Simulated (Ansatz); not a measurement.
**Structure relaxation of Ti₂Si₃**

Computed with DFT PBE, scalar-relativistic, plane waves, PAW (Ansatz).

Ti₂Si₃ was placed on the tetradymite structure type (R-3m, No. 166), with Ti in place of Bi, Si in place of Te, at a guessed volume.

The final relaxation ran on this input, with the default PAW datasets:

```yaml
crystal:
  lattice:
    - [2.0203019122, 1.1664218529, 5.4422415191]
    - [-2.0203019122, 1.1664218529, 5.4422415191]
    - [0.0, -2.3328437057, 5.4422415191]
  atoms:
    - { symbol: Ti, position: [0.4085422664, 0.4085422664, 0.4085422664] }
    - { symbol: Ti, position: [0.5914577336, 0.5914577336, 0.5914577336] }
    - { symbol: Si, position: [0.0, 0.0, 0.0] }
    - { symbol: Si, position: [0.1610679407, 0.1610679407, 0.1610679407] }
    - { symbol: Si, position: [0.8389320593, 0.8389320593, 0.8389320593] }
basis:
  ecutwfc: 420
kpoints:
  mp_grid: { grid: [12, 12, 12] }
hamiltonian:
  xc: pbe
scf:
  occupations: { method: gaussian, width: 0.1 }
output:
  forces: true
  stress: true
  eigenvalues: true
relax:
  adjacent_minimum: "off"
  f_tol: 0.01
  max_steps: 80
  cell: { stress_tol: 0.05 }
```

Launched as:

```bash
ansatz run input.yaml --threads 1 --pin off --max-ram 2560MiB --backend cpu --events-out ev --progress --plain --runs-dir out
```

The run took 20 s on 1 thread of Intel(R) Xeon(R) 6975P-C (Granite Rapids), with other jobs on the host, peak memory 0.59 GiB.

The program printed at the end:

```
SCF converged after 8 iterations
Free energy (F): -6908.113773 eV
Harris-Foulkes:  -6908.113773 eV  (|F-HF|=1.82e-12)
Internal energy: -6908.094012 eV  (E = F + TS)
E sigma→0 (E₀):  -6908.103892 eV
Entropy (-TS):   -0.019761 eV (-3.952 meV/atom)
Fermi energy:    12.220666 eV
--- Per-component energies (eV) ---
  E_band       = -283.475399
  E_kinetic    = 673.514776
  E_local      = -2037.776211  (includes V_loc(G=0)·N_el)
  E_nonlocal   = 94.342689
  E_hartree    = 863.073351
  E_xc         = -364.742104
  E_vxc        = -389.902878  (∫ρ·V_xc dr)
  E_paw        = -3633.908773  (= ΣΔE_a)
  E_vpaw       = -349.800728  (= ΣTr[D̂ρ^β])
  E_aug_tail   = 0.000251  (compensation charges beyond the density's cutoff)
  E_ewald      = -2502.597992
  E_smearing   = -0.019761  (= −TS)
  E_closure    = 0.000000  (closes the sum)
  Σ components = -6908.113773   (vs F -6908.113773, Δ=0.00e0)
--- Forces (eV/Å), atoms counted from 1 ---
  atom   1  Ti     0.00000000     0.00000000    -0.00019371
  atom   2  Ti     0.00000000     0.00000000     0.00019371
  atom   3  Si     0.00000000     0.00000000     0.00000000
  atom   4  Si     0.00000000     0.00000000     0.00020238
  atom   5  Si     0.00000000     0.00000000    -0.00020238
  max |Σ_I F_I| component: 2.08e-17 eV/Å
--- Stress (GPa, compression-positive) ---
        0.004719       0.000000       0.000000
        0.000000       0.004719       0.000000
        0.000000       0.000000       0.000274
  P = ⅓ Tr σ = 0.0032 GPa (0.032 kbar)
--- Relaxed structure (1 steps of the walk, 1 accepted, 1 SCFs on fresh bases) ---
  F+E_penalty+E_count = -6908.11377252 eV   max|allowed force component| = 2.024e-4 eV/Å   (the final SCF, on the basis selected at the relaxed cell)
  cell:  # Å, volume = 76.9486 Å³
    - [2.020302, 1.166422, 5.442242]
    - [-2.020302, 1.166422, 5.442242]
    - [0.0, -2.332844, 5.442242]
  atoms:
    - { symbol: Ti, position: [0.408542, 0.408542, 0.408542] }
    - { symbol: Ti, position: [0.591458, 0.591458, 0.591458] }
    - { symbol: Si, position: [0.0, 0.0, 0.0] }
    - { symbol: Si, position: [0.161068, 0.161068, 0.161068] }
    - { symbol: Si, position: [0.838932, 0.838932, 0.838932] }
```

Total energies depend on the potentials used, so only differences within one code and one set of settings carry meaning.

The result has space group R-3m (No. 166). Ti has 9 Si at 2.64–2.82 Å, 1 Ti at 2.99 Å and 3 Ti at 3.39 Å; Si on Wyckoff site a (1 atom of the primitive cell) has 2 Si at 2.63 Å and 6 Ti at 2.64 Å; Si on Wyckoff site c (2 atoms of the primitive cell) is coordinated by 3 Si at 2.34 Å, 1 Si at 2.63 Å and 6 Ti at 2.72–2.82 Å.

Against the elements it lies at -0.27 eV/atom. Formation energies are uncorrected and refer to the elements' standard structures at the same level.

The k mesh leaves about 4 meV/atom of noise in metals.

A structure relaxed within its symmetry needn't be a true minimum.